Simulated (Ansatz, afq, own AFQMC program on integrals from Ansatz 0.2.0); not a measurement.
## SiH$_{4}$O, singlet in 6-31G, levels against AFQMC with the constraint released

```xyz
6

Si    0.0000   -0.0248    0.5600
O     0.0000    0.0966   -1.0834
H     1.2036   -0.7463    1.0578
H     0.0000    1.3651    1.0700
H    -1.2036   -0.7463    1.0578
H     0.0000   -0.7148   -1.5919
```

Connectivity, by distances: SiH3–OH.

Basis 6-31G. Noble-gas cores (and the filled d shells of Ga–Kr and In–Xe) are frozen. AFQMC by an in-house program on the Cholesky factors that Ansatz 0.2.0 writes for its CCSD(T) run. ph-AFQMC/CISD is guided by a CISD state made of CCSD amplitudes; releasing the constraint for a short imaginary time cuts its bias at the price of noise, slowly where states lie close. ± is one standard error of the sampling.

Determinant: RHF, the one that the program's search chose, which needn't be the lowest solution. The geometry is a point of a scan.

No full CI on the walks' own integrals is used here. The released AFQMC energy serves as the reference, which it does only where one determinant dominates, the energy is flat over the last release times and near the phaseless one (40 meV or 2 meV an electron, half that with transition metals). On small molecules, where full CI could be run and the noise was under 10 meV, such values lay within 10 meV of it in 19 cases of 20, a flattering rate, since the rule was set on those same cases; what remains of the bias isn't in the error bar.

Cautions: the released value is read at 2.40 1/Eh (meV from the phaseless value at times in 1/Eh: -16 ± 8 at 0.24, -7 ± 5 at 0.51, -14 ± 6 at 0.99, -7 ± 8 at 1.62, -6 ± 8 at 2.40).

The T1 diagnostic is 0.0107 and the weight of the determinant in the CISD state is 0.916. The size of the correlated space is 14 electrons in 24 orbitals.

Reference: AFQMC with the constraint released, correlation energy -5.511 ± 0.008 eV.

```tsv
level	E − E(reference) (kcal/mol)	share of correlation (%)
HF	127.09 ± 0.19	0.00
MP2	14.26 ± 0.19	88.78
CCSD	2.09 ± 0.19	98.35
CCSD(T)	0.44 ± 0.19	99.65
ph-AFQMC/HF	-0.99 ± 0.93	100.78
ph-AFQMC/CISD	0.14 ± 0.24	99.89
```

A walk keeps the symmetry of its determinant, which the program's search chose and which needn't be the lowest solution, so a lower state of the same spin and another symmetry isn't excluded. Released energies are given only where the last usable release times agree within the noise; a slower fall can still hide under it.
